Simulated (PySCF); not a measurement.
CH4O.
SMILES with atom numbers: `[CH3:1][OH:2]` (hydrogens: H3, H4, H5 on C1; H6 on O2)

Geometry (PBE0-D3(BJ)/def2-SVP, Å), atoms numbered from 1 in this order:
```xyz
6
CH4O angstrom
C     -0.329   -0.014    0.096
O      0.831   -0.445   -0.553
H     -0.225    0.027    1.199
H     -1.128   -0.736   -0.129
H     -0.680    0.981   -0.245
H      1.531    0.187   -0.368
```

All values: PBE0/pcSseg-1 and PBE0/def2-SVPD (PySCF, non-relativistic), on one gas-phase PBE0-D3(BJ)/def2-SVP geometry that isn't relaxed in the solvent. The solvent is an IEF-PCM continuum (cavity from Bondi-type radii × 1.2). Specific hydrogen bonds and non-electrostatic terms are outside this model.

Gas phase at PBE0/pcSseg-1: HOMO -7.75 eV, LUMO 1.48 eV, dipole 1.73 D.

Task: What does the continuum do to the energy, the frontier levels and the dipole at PBE0/pcSseg-1 in benzene, chloroform and water?

Result: 
| solvent | ε | E(solvent) − E(gas) (kcal/mol) | polarisation term (kcal/mol) | distortion of the solute (kcal/mol) | HOMO (eV) | LUMO (eV) | dipole (D) |
| --- | --- | --- | --- | --- | --- | --- | --- |
| benzene | 2.271 | -2.02 | -2.12 | 0.10 | -7.74 | 1.64 | 1.87 |
| chloroform | 4.711 | -3.21 | -3.47 | 0.26 | -7.75 | 1.73 | 1.96 |
| water | 78.36 | -4.55 | -5.06 | 0.51 | -7.76 | 1.81 | 2.05 |

The first energy column is the sum of the next two and covers electrostatics alone. From benzene to water the lowering changes by a factor 2.25, Onsager's factor (ε − 1)/(2ε + 1) by 2.14 and ε itself by 34.5.

Task: Which radius a makes the point-dipole formula ΔE = −[(ε − 1)/(2ε + 1)]·μ²/a³ give the value in water, with the gas-phase dipole?

Result: μ = 0.681 au and |ΔE| = 0.00725 Eh give a = 1.67 Å; the farthest nucleus lies 1.59 Å from the centroid of the nuclei. The formula assumes a rigid point dipole at the centre of a sphere.

Task: Which Hirshfeld charges (PBE0/pcSseg-1) respond most in benzene (means over atoms taken as equivalent)?

Result: 
```
   atoms             environment  gas (e)  solvent (e)  change
      O2          alcohol oxygen   -0.239       -0.250  -0.011
      H6       hydroxyl hydrogen   +0.167       +0.173  +0.006
H3/H4/H5         methyl hydrogen   +0.038       +0.040  +0.002
      C1  carbinol carbon (C–OH)   -0.042       -0.042   0.000
```

Gas phase at PBE0/def2-SVPD: HOMO -8.01 eV, LUMO 0.58 eV, dipole 1.65 D.

Task: What does the continuum do to the energy, the frontier levels and the dipole at PBE0/def2-SVPD in benzene and chloroform?

Result: 
```tsv
solvent	ε	E(solvent) − E(gas) (kcal/mol)	polarisation term (kcal/mol)	distortion of the solute (kcal/mol)	HOMO (eV)	LUMO (eV)	dipole (D)
benzene	2.271	-1.96	-2.08	0.12	-7.99	0.74	1.83
chloroform	4.711	-3.14	-3.46	0.32	-7.99	0.81	1.94
```

Task: How does the static polarisability (PBE0/def2-SVPD, frozen core, with the continuum's full static response) change?

Result: 
```tsv
medium	isotropic (au)	principal values (au)	⟨r²⟩ of the electrons (bohr²)
gas	20.9	19.8, 20.2, 22.8	84.3
benzene	23.0	21.9, 22.4, 24.9	84.2
chloroform	24.4	23.3, 23.8, 26.2	84.2
```

The isotropic value in chloroform is 1.17 times the gas-phase one; no cavity-field correction is applied. ⟨r²⟩ is taken about the centre of nuclear charge.
